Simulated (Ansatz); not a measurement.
# YCo₂: a prediction, then the measurements

All numbers below come from Ansatz, DFT PBEsol, scalar-relativistic, plane waves, PAW.

Cutoff 420 eV; k points 8×8×8 on the computed 6-atom cell (Γ-centred); Gaussian smearing, width 0.10 eV; collinear spin from starting moments -0.16 -0.16 1.14 1.14 1.14 1.14 μB.

Relaxed structure, symmetry kept:

```
Y Co
1.0
     0.00000    3.52619    3.52619
     3.52619    0.00000    3.52619
     3.52619    3.52619    0.00000
Y Co
2 4
Direct
  0.50000 0.50000 0.50000
  0.75000 0.75000 0.75000
  0.12500 0.12500 0.12500
  0.62500 0.12500 0.12500
  0.12500 0.12500 0.62500
  0.12500 0.62500 0.12500
```

```
Space group                                                       : Fd-3m (No. 227)
Volume per atom                                                   : 14.61 Å³
Formation energy from the elements' standard states (uncorrected) : -0.193 eV/atom
Kohn–Sham band gap                                                : none (metal)
Density of states at the Fermi level                              : 6.25 states/eV per cell
Löwdin character within 0.5 eV of the Fermi level                 : Co 3d 81 %, Y 4d 11 %
Bader charges (e)                                                 : Y (2 in the cell) 1.33, Co (4 in the cell) -0.66
Total moment                                                      : 3.43 μB per cell
Site moments (μB; atoms counted from 1 over the whole cell)       : Y (atom 1) -0.15, Y (atom 2) -0.15, Co (atom 3) 1.04, Co (atom 4) 1.04, Co (atom 5) 1.04, Co (atom 6) 1.04
```

Only this magnetic start was tried.

**What was measured.**

From “Room temperature soft ferromagnetism in the nanocrystalline form of YCo2 - a well-known bulk Pauli paramagnet”, 2008, arxiv:0804.1926, for a bulk crystal of YCo2: lattice constant a 7.223 ± 0.002 Å.

Measured lattice constant a of YCo2: 7.223 Å (the paper above). This calculation gives 7.052 Å (-2.4 %). The calculation is for 0 K without zero-point motion.

Cost: 6 runs of about 15 core-minutes in all, on Arm Neoverse V1 (shared hosts).